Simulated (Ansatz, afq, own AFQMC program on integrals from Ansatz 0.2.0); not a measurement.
**Se, triplet → Se⁻, doublet**

A free Se atom.

E(doublet, charge -1) − E(triplet, charge +0) at this geometry, on UHF and UHF determinants.

Basis aug-cc-pVTZ. Only valence electrons are correlated. AFQMC by an in-house program on the Cholesky factors that Ansatz 0.2.0 writes for its CCSD(T) run. ph-AFQMC/CISD is guided by a CISD state made of CCSD amplitudes; releasing the constraint for a short imaginary time cuts its bias at the price of noise, slowly where states lie close. ± is one standard error of the sampling. No spin–orbit coupling. The errors of all members are added in quadrature.

No full CI on the walks' own integrals is used here; CCSDT(Q) serves as the reference and is uncertain by about the last step of the cluster series. Each member takes its own surest rung, up to full CI.

Errors are counted within aug-cc-pVTZ, not against nature.

Cautions: inner d shell frozen; no relativity below Rb; no spin-orbit coupling; Se⁻ (doublet): the released energies are still falling, so no released level is given (meV from the phaseless value at times in 1/Eh: -4.0 ± 1.9 at 0.24, -4.6 ± 2.1 at 0.51, -9.9 ± 1.3 at 0.99, -11.8 ± 2.0 at 1.62, -14.6 ± 2.2 at 2.40), though the last usable value meets CCSDT(Q) within the noise.

| level | vertical energy of electron attachment (kcal/mol) |
| --- | --- |
| MP2 | -43.7 |
| CCSD | -43.1 |

Q: From these cheaper values, estimate the vertical energy of electron attachment at the reference level in aug-cc-pVTZ.

A: -44.9 kcal/mol (CCSDT(Q) in aug-cc-pVTZ).

```
        level  vertical energy of electron attachment (kcal/mol)  error against CCSDT(Q) (kcal/mol)
           HF                                              -22.7                               22.3
      CCSD(T)                                              -44.8                                0.2
        CCSDT                                              -44.8                                0.1
ph-AFQMC/CISD                                       -44.7 ± 0.07                         0.2 ± 0.07
```

Correlation beyond CCSD(T) takes off 0.2 kcal/mol. The perturbative (T) step is worth −1.6 kcal/mol.

A walk keeps the symmetry of its determinant, which the program's search chose and which needn't be the lowest solution, so a lower state of the same spin and another symmetry isn't excluded.
